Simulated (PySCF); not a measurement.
## Dipole moment and polarisability of `PP1CC1`

Compound: C2H6P2.
Geometry (GFN2-xTB, Å), atoms numbered from 1 in this order:
```
atom  x, y, z in Å
P1     1.8146    0.5111    0.3476
P2     0.2472   -0.1018   -1.0249
C3    -1.1985    0.4775   -0.0289
C4    -0.8414   -0.9558    0.2017
H5     2.7445   -0.3905   -0.1668
H6     2.2717    1.5312   -0.4851
H7    -1.0081    1.1857    0.7673
H8    -2.1033    0.6804   -0.5864
H9    -0.4093   -1.2280    1.1562
H10   -1.5086   -1.7052   -0.2032
```

Level: B3LYP/def2-SVPD (PySCF), static field, nuclei fixed, core orbitals frozen in the response. The polarisability tensor in these axes (au):

```
x   91.98  7.46  2.56
y    7.46 65.90  1.62
z    2.56  1.62 69.91
```

Question: What are the eigenvalues, a third of the trace, and Δα (Δα² = ½Σ(αi − αj)² over the three pairs)?

Answer: Principal values 63.77, 69.70 and 94.30 au; mean 75.93 au = 11.25 Å³ = 12.52 × 10⁻⁴⁰ C²·m²/J; Δα = 28.04 au (37 % of the mean).

Question: What is the dipole moment, and where does it point?

Answer: (-0.53, -0.09, 0.30) D, 0.62 D in size, pointing from the negative to the positive side. Measured along this direction, the outermost atoms are H6 and H5 at the negative end and H10 and H8 at the positive end.

Question: Along which axes do the principal values lie, and how far do the nuclei extend along each?

Answer: Largest value along (0.96, 0.26, 0.12), where the nuclei span 4.43 Å; middle along (-0.15, 0.12, 0.98), 2.11 Å; least along (-0.24, 0.96, -0.15), 2.52 Å. The strongest response lies along the longest span, while the other two are in reverse order.

Question: Refractivity n − 1 of an ideal gas of it at 298.15 K and 1 atm, from the electronic α?

Answer: N = p/kT = 2.4615 × 10¹⁹ cm⁻³, so n − 1 = 2π × N × 11.25 × 10⁻²⁴ cm³ = 1740 × 10⁻⁶ at long wavelengths, for an ideal gas.

Question: What molar refraction does this α imply?

Answer: Lorentz–Lorenz: R = (4π/3)N_A α = 2.5225 cm³/(mol·Å³) × 11.25 Å³ = 28.4 cm³/mol, in the limit of long wavelengths.

Question: What are the principal values of the traceless quadrupole moment, Θ = ½Σq(3rr − r²1), about the centre of nuclear charge?

Answer: -5.36, 1.68, 3.68 D·Å. The values depend on the origin, since the dipole doesn't vanish. The electronic extent ⟨r²⟩ about the same centre is 501 bohr², a root-mean-square distance of 1.71 Å for the 48 electrons.

Question: Find the Langevin capture rate constant for NO+ (29.998 u) meeting this molecule (91.994 u), k = 2.342 × 10⁻⁹ cm³/s × √(α in Å³ / reduced mass in u).

Answer: The reduced mass is 22.62 u, so k = 1.65 × 10⁻⁹ cm³/s. The formula leaves out the permanent dipole, which adds to the capture rate.

The structure is a single GFN2-xTB conformer in the gas phase; no vibrational or solvent corrections.
